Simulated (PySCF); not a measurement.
Molecular orbitals of CO⁺

r²SCANh at R = 1.108 Å; basis C pcseg-2, O pcseg-2; no relativity; PySCF 2.14. State: ²Σ⁺ (doublet), unpaired electrons σ ↑. Only the outer orbitals are listed, counted within each symmetry.

```csv
spin,orbital,occ.,ε (eV),on C (%),main shells (%)
α,3σ,1,-42.78,31,"59 O s, 18 C s, 12 C p"
α,4σ,1,-26.14,51,"47 C s, 25 O p, 23 O s"
α,5σ,1,-23.29,58,"36 C p, 33 O p, 22 C s"
α,1π,1,-23.23,38,"61 O p, 37 C p"
α,1π,1,-23.23,38,"61 O p, 37 C p"
α,2π,0,-12.08,66,"62 C p, 34 O p"
α,2π,0,-12.08,66,"62 C p, 34 O p"
β,3σ,1,-42.66,29,"63 O s, 16 C s, 12 C p"
β,4σ,1,-25.03,18,"53 O p, 29 O s, 17 C s"
β,1π,1,-23.13,27,"72 O p, 25 C p"
β,1π,1,-23.13,27,"72 O p, 25 C p"
β,5σ,0,-16.95,93,"59 C s, 33 C p"
β,2π,0,-10.28,77,"76 C p, 22 O p"
β,2π,0,-10.28,77,"76 C p, 22 O p"
```

Q: Which are the highest filled and the lowest empty level, where do they sit, and how wide is the gap?

A: Highest filled β 1π at -23.13 eV (in %: 72 O p, 25 C p); lowest empty β 5σ at -16.95 eV (in %: 59 C s, 33 C p); the gap at r²SCANh is 6.18 eV.

| Quantity | Value |
| --- | --- |
| bond order (Mayer) | 2.67 |
| ⟨S²⟩ | 0.781 |
| charge on C (Mulliken, basis-dependent) | 0.83 |
| charge on C (Löwdin, basis-dependent) | 0.60 |
| dipole moment (positive dipole points towards O; it is taken about the centre of mass and depends on that origin) | -2.76 D |

The state is the lowest determinant that a PBE0 search found; another state may lie lower at other levels.
